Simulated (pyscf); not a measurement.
Optimised with ωB97X-D3(BJ)/def2-SVP in PySCF. Correlated levels are frozen-core, on RHF or UHF. ΔMP2 is the change of the MP2 total energy from the triple- to the quadruple-zeta basis.

**Question.** List the bond dissociation enthalpies at 298 K of H₂Ga–AsH₂ from CCSD(T)/def2-TZVPP + ΔMP2(QZVPP), from the weakest bond up.

**Answer.** As–Ga to GaH₂• + AsH₂•: 2.84 eV; As–H to H₂Ga–AsH• + H•: 3.30 eV; Ga–H to [HGa–AsH₂]• + H•: 3.47 eV. Ring and multiple bonds, and those that leave no two simple radicals, are not listed. The radicals are drawn with the spin at the cut bond; how far it spreads was not checked. Other isomers of [HGa–AsH₂]•, H₂Ga–AsH• were not searched in full and may lie lower. The CCSD(T) − MP2 part came from Ansatz, without density fitting, on the same reference. The frozen core leaves the outer d or s,p core shells of the metals and heavy elements correlated in the MP2 and CC values, and def2-TZVPP describes them poorly, which can shift differences by a few kcal/mol. Elements up to Kr have no core potential and no relativistic terms here.
